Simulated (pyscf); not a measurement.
Structures and frequencies: ωB97X-D3(BJ)/def2-SVPD in PySCF.

Problem. Estimate the classical barrier height and the reaction energy of `[O-][CH]([OH])[OH]` → `[O]=[CH][O-]` + `[OH2]` at r²SCAN/def2-TZVPD. The step runs on the singlet surface, breaks H–O, C–O and forms H–O; take the reactant's lowest minimum found as zero.

Solution. ΔE‡ = 8.2 kcal/mol, ΔE = -11.4 kcal/mol. CCSD(T)/def2-TZVPPD + ΔMP2(QZVPPD) gives 10.5 kcal/mol and -11.7 kcal/mol. Zero-point energy shifts the barrier by -1.7 kcal/mol. It is an elimination, with an imaginary mode of 304i cm⁻¹. On the product side the descent ends in a bound adduct, 16.8 kcal/mol under the separated species and 39.5 kcal/mol under the saddle at ωB97X-D3(BJ)/def2-TZVPD. One saddle was located; it need not be the lowest between these sides. The CCSD(T) − MP2 part came from Ansatz, without density fitting, on the same reference.
